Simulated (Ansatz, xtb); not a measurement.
Bonds broken one at a time in the series C NH2-SH. All species are isolated molecules in the gas phase. One relaxed conformer stands for each flexible species; it need not be the lowest. Strings in code marks are SMILES.

Quantity: homolytic bond dissociation enthalpy at 298 K (no spin–orbit term), in kJ/mol. Enthalpy corrections at 298 K come from GFN2-xTB frequencies (xtb).

A: C–S bond of `NC(N)(S)S`, giving `N[C](N)S` and `[SH]`
B: N–C bond of `NC(S)(S)S`, giving `S[C](S)S` and `[NH2]`
C: S–C bond of `SC(S)(S)S`, giving `S[C](S)S` and `[SH]`

Order them by homolytic bond dissociation enthalpy at 298 K (no spin–orbit term) (lowest first) at the level frozen-core CCSD(T)/cc-pVTZ // PBE0-D4/def2-TZVP (Ansatz, a quantum-chemistry and plane-wave program).

C (229.6 kJ/mol), A (268.8 kJ/mol), B (308.4 kJ/mol)
